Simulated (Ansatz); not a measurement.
`CO/C=C/Cl`, relaxed with RKS PBE0-D4/def2-TZVP in Ansatz 0.2.0 from a PBE-D4/def2-SVP geometry. The force threshold is 0.005 eV/Å; the program also tests the step.

The species carries charge 0 and has multiplicity 1.

Start:

```xyz
10

C     1.001    1.358    0.246
O     0.536    0.282   -0.552
C    -0.332   -0.561    0.060
C    -1.072   -1.441   -0.648
Cl   -2.124   -2.580    0.132
H     1.753    1.903   -0.354
H     0.179    2.060    0.515
H     1.485    0.997    1.183
H    -0.391   -0.518    1.164
H    -1.034   -1.499   -1.745
```

| step | energy (eV) | largest force (eV/Å) | largest move (Å) |
| --- | --- | --- | --- |
| 1 | -17753.3960 | 0.672 | 0.000 |
| 2 | -17753.4462 | 0.175 | 0.035 |
| 3 | -17753.4503 | 0.053 | 0.012 |
| 4 | -17753.4504 | 0.028 | 0.005 |
| 5 | -17753.4504 | 0.006 | 0.003 |
| 6 (rejected) | -17753.4504 | 0.009 | 0.013 |
| 7 | -17753.4505 | 0.003 | 0.006 |
| 8 | -17753.4506 | 0.019 | 0.040 |
| 9 | -17753.4506 | 0.010 | 0.004 |
| 10 | -17753.4506 | 0.003 | 0.005 |
| 11 (rejected) | -17753.4506 | 0.008 | 0.007 |
| 12 | -17753.4506 | 0.001 | 0.004 |

End:

```xyz
10

C     0.984    1.350    0.244
O     0.555    0.265   -0.551
C    -0.307   -0.573    0.058
C    -1.063   -1.412   -0.638
Cl   -2.099   -2.541    0.139
H     1.751    1.873   -0.325
H     0.158    2.037    0.455
H     1.414    1.000    1.189
H    -0.333   -0.549    1.146
H    -1.060   -1.451   -1.718
```

Run time 31 s (4 threads of an Intel Xeon Platinum 8259CL on a shared host); peak host memory 0.49 GiB.
